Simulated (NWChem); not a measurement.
# SiO cation, doublet; SMILES of the neutral closed-shell parent O=[Si]

Computed with NWChem. Spin-unrestricted. This spin state was assumed; another may lie lower. No stability test was run on the SCF state. The level has its own optimisation; frequencies are unscaled.

Problem. Estimate the computed values for UHF/STO-3G. Quantities: r O–Si (Å); highest harmonic frequency (cm⁻¹); zero-point energy (kcal/mol).

Solution. 
| Property | Result |
|---|---|
| r O–Si (Å) | 1.538 |
| highest harmonic frequency (cm⁻¹) | 1214 |
| zero-point energy (kcal/mol) | 1.7 |
